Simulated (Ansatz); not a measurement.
# C3H6FN: one species, many methods

The task here is to estimate one member of a computed series from the others.

Computed with Ansatz 0.2.0, Gaussian basis. Level: functionals in def2-TZVPP, the program's frozen cores in correlated methods.

The runs, in order: PBE-D4, r2SCAN-D4, PBE0-D4, B3LYP-D4, ωB97X-V, ωB97M-V, B2PLYP; CCSD(T)/def2-TZVPP; MP2/def2-QZVPP; extrapolation to the limit.

### The relaxed structure

The geometry comes from an earlier relaxation with PBE0-D4 in a triple-zeta def2 set; it is a stationary point, not always the lowest conformer.

SMILES `CC(F)C=N`, 11 atoms, charge 0, spin multiplicity 1.

Atoms are counted from 1 here; the program's logs count them from 0.

Bond lengths: C1–C2 1.511 Å, C1–H6 1.092 Å, C1–H7 1.092 Å, C1–H8 1.091 Å, C2–F3 1.384 Å, C2–C4 1.503 Å, C2–H9 1.098 Å, C4–N5 1.259 Å, C4–H10 1.095 Å, N5–H11 1.023 Å. Angles: C2–C1–H6 110.2°, C2–C1–H7 110.2°, C2–C1–H8 110.3°, H6–C1–H7 108.5°, H6–C1–H8 108.5°, H7–C1–H8 109.1°, C1–C2–F3 109.4°, C1–C2–C4 112.2°, C1–C2–H9 110.3°, F3–C2–C4 109.4°, F3–C2–H9 106.9°, C4–C2–H9 108.5°, C2–C4–N5 126.7°, C2–C4–H10 114.5°, N5–C4–H10 118.8°, C4–N5–H11 109.9°.

Set-up of the first run:

File in.yaml:

```yaml
crystal:
  periodic: [false, false, false]
  atoms:
    - {symbol: C, position_ang: [-1.035285, 0.386037, 0.796079]}
    - {symbol: C, position_ang: [0.249093, -0.310208, 0.410249]}
    - {symbol: F, position_ang: [-0.006042, -1.651191, 0.182027]}
    - {symbol: C, position_ang: [0.877812, 0.293631, -0.814380]}
    - {symbol: N, position_ang: [1.112309, -0.289128, -1.904900]}
    - {symbol: H, position_ang: [-0.845930, 1.443180, 0.994865]}
    - {symbol: H, position_ang: [-1.763779, 0.310264, -0.013297]}
    - {symbol: H, position_ang: [-1.454358, -0.065367, 1.696038]}
    - {symbol: H, position_ang: [0.972152, -0.258865, 1.235042]}
    - {symbol: H, position_ang: [1.140585, 1.352052, -0.714879]}
    - {symbol: H, position_ang: [0.818743, -1.267306, -1.846444]}
basis:
  gaussian: {orbitals: def2-TZVPP}
hamiltonian: {xc: pbe, dispersion: d4}
output: {forces: true, orbitals: {seedname: orbitals}}
```

Started as:

```
> ansatz run in.yaml --threads 4 --pin off --events-out ev --progress --plain --max-ram 10444MiB
```

Among the steps run: PBE-D4 (GGA); r2SCAN-D4 (meta-GGA); PBE0-D4 (hybrid); B3LYP-D4 (hybrid); ωB97X-V (range-separated); ωB97M-V (range-separated); B2PLYP (double hybrid); CCSD(T) in def2-TZVPP; MP2 in def2-QZVPP.

One table of the session follows, with a row left open; its other results are not shown here.

| method | atomisation energy (eV) |
| --- | --- |
| PBE-D4 | 46.671 |
| r2SCAN-D4 | 45.308 |
| PBE0-D4 | 45.577 |
| B3LYP-D4 | 45.386 |
| ωB97X-V | 45.386 |
| ωB97M-V | 45.446 |
| B2PLYP | ? |
| HF/def2-TZVPP | 32.275 |
| MP2/def2-TZVPP | 44.841 |
| CCSD/def2-TZVPP | 43.322 |
| CCSD(T)/def2-TZVPP | 44.056 |
| MP2/CBS | 46.002 |
| CCSD(T)/CBS | 45.217 |

Q: Estimate the row for B2PLYP from the others.

As computed: atomisation energy (eV): 44.900. In the column «atomisation energy (eV)» it lies between MP2/def2-TZVPP (44.841) and CCSD(T)/CBS (45.217).
